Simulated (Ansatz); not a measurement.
Z-matrix (Å, degrees):
```
C
C 1 1.510
F 1 1.372 2 110.5
H 1 1.094 2 111.0 3 120.3
H 1 1.096 2 109.5 3 -118.7
C 2 1.510 1 111.1 3 172.1
Cl 2 1.782 1 110.3 3 -65.3
H 2 1.092 1 109.4 3 51.2
F 6 1.372 2 110.5 1 -172.1
H 6 1.094 2 111.0 1 67.6
H 6 1.096 2 109.5 1 -53.4
```

Total charge 0; spin multiplicity 1.

(1) List the B3LYP/def2-TZVPP orbital energies in eV (Ansatz). (Estimate.)

Results:

(1) Computed: Occupied: -2762.55, -671.71, -671.71, -279.59, -279.59, -279.07, -257.27, -196.37, -196.13, -196.12, -33.17, -33.15, -24.18, -21.29, -19.42, -17.10, -14.85, -14.59, -14.29, -13.87, -13.45, -12.52, -11.72, -10.66, -10.06, -9.96, -9.89, -8.48, -8.46. Lowest empty: 0.22, 0.69, 1.20, 1.54, 1.56, 2.56, 3.22, 3.79.

B3LYP here is the variant with VWN-RPA as its local correlation; programs differ in this.
